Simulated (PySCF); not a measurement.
## Electric field gradients and quadrupole coupling constants

Species: C4H4N2.
Structure used (GFN2-xTB), in Å, numbered top down from 1:
```xyz
10
C4H4N2 angstrom
C     -2.000   -0.423   -0.086
C     -0.755    0.050   -0.096
N      0.283   -0.808   -0.373
C      1.490   -0.410   -0.412
C      1.963    0.913   -0.194
N      2.343    1.982   -0.020
H     -2.843    0.210    0.125
H     -2.189   -1.462   -0.294
H     -0.539    1.099    0.109
H      2.257   -1.146   -0.636
```

Field gradients from the PBE0/pcSseg-1 density (PySCF, non-relativistic), principal values in atomic units, ordered |Vxx| ≤ |Vyy| ≤ |Vzz|:

```tsv
atom	Vxx	Vyy	Vzz
N3	0.2884	0.9277	-1.2161
N6	0.4839	0.5448	-1.0287
```

Question: Find the asymmetry η = (Vxx − Vyy)/Vzz and the couplings χ = eQV/h (234.96 MHz × Q in barn × V in au), with Q(14N) = 0.02044 b.

Answer: 
```tsv
atom	environment	nucleus	η	χzz (MHz)	χxx (MHz)	χyy (MHz)
N3	imine nitrogen	14N	0.53	-5.84	1.39	4.46
N6	nitrile nitrogen	14N	0.06	-4.940	2.324	2.617
```

Question: What is Vzz at N3 in SI units (1 au = 9.71736 × 10²¹ V/m²)?

Answer: -1.2161 au = -11.818 × 10²¹ V/m².

Question: And the gradient at the other heavy atoms, for which no coupling is worked out here?

Answer: 
```json
{"atom": "C1", "environment": "terminal =CH2 carbon", "Vzz (au)": "0.420", "η": "0.20"}
{"atom": "C2", "environment": "vinylic carbon bearing nitrogen", "Vzz (au)": "-0.300", "η": "0.57"}
{"atom": "C4", "environment": "imine carbon", "Vzz (au)": "-0.271", "η": "0.64"}
{"atom": "C5", "environment": "nitrile carbon", "Vzz (au)": "-0.389", "η": "0.06"}
```

Question: What couplings would deuterons (Q(2H) = 0.00286 b) have in place of the hydrogens, at this geometry?

Answer: 
```json
{"atom": "H7", "bonded to": "C1", "bond length (Å)": "1.075", "Vzz (au)": "0.3368", "η": "0.03", "χzz (kHz)": "226"}
{"atom": "H8", "bonded to": "C1", "bond length (Å)": "1.076", "Vzz (au)": "0.3337", "η": "0.02", "χzz (kHz)": "224"}
{"atom": "H9", "bonded to": "C2", "bond length (Å)": "1.091", "Vzz (au)": "0.2976", "η": "0.11", "χzz (kHz)": "200"}
{"atom": "H10", "bonded to": "C4", "bond length (Å)": "1.086", "Vzz (au)": "0.3085", "η": "0.07", "χzz (kHz)": "207"}
```

One conformer (not necessarily the lowest) at the GFN2-xTB geometry, without solvent, vibrations or thermal averaging. GFN2-xTB bond lengths can be off by several hundredths of an ångström, more for odd bonds, and the gradients follow them. These gradients aren't converged with respect to the basis.

These values come from a run that also computed NMR shieldings. On one thread, Arm Neoverse V2 (aarch64), no GPU (shared host), this took 8.4 s wall (grids of density and orbitals included) and 0.53 GiB of memory at its peak.
